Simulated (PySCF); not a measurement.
BFH5N.
Structure used (PBE0-D3(BJ)/def2-SVP), in Å, numbered top down from 1:
```
atom  x, y, z in Å
N1     0.7663    0.1202    0.1070
B2    -0.8706   -0.0280   -0.1077
F3    -1.2161    1.1644   -0.7371
H4     1.1552   -0.7057    0.5628
H5     1.2316    0.2427   -0.7939
H6     0.9766    0.9374    0.6824
H7    -1.3022   -0.1466    1.0371
H8    -0.9794   -1.0287   -0.8129
```

Method: EOM-EE-CCSD/aug-cc-pVDZ in PySCF, restricted Hartree–Fock reference, frozen core, non-relativistic, gas phase, PBE0-D3(BJ)/def2-SVP geometry.

Q: What does EOM-EE-CCSD give for the lowest vertical excitations?

A: 
| state | E (eV) | λ (nm) | main singles (HF orbitals, share of the singles part) |
| --- | --- | --- | --- |
| singlet 1 | 6.72 | 185 | HOMO→LUMO 78 %, HOMO→LUMO+8 12 % |
| singlet 2 | 7.84 | 158 | HOMO→LUMO+1 78 % |
| singlet 3 | 7.96 | 156 | HOMO→LUMO+2 68 %, HOMO-1→LUMO 16 % |
| singlet 4 | 8.09 | 153 | HOMO-1→LUMO 58 %, HOMO→LUMO+2 19 %, HOMO-1→LUMO+8 9 % |
| triplet 1 | 6.63 | 187 | HOMO→LUMO 74 %, HOMO→LUMO+8 12 % |
| triplet 2 | 7.70 | 161 | HOMO-1→LUMO 48 %, HOMO→LUMO+2 24 %, HOMO-1→LUMO+8 10 % |

Q: What is the vertical gap between the lowest excited singlet and the lowest triplet?

A: 6.72 − 6.63 = 0.09 eV (9 kJ/mol). Both are led by HOMO→LUMO.

The first EOM-IP-CCSD ionisation energy is 10.42 eV, 2.33 eV above the highest singlet listed and 3.70 eV above the lowest.

T1 diagnostic 0.011. EOM-CCSD puts states of mainly double-excitation character too high. An iterative search for so few roots can pass over a low state.
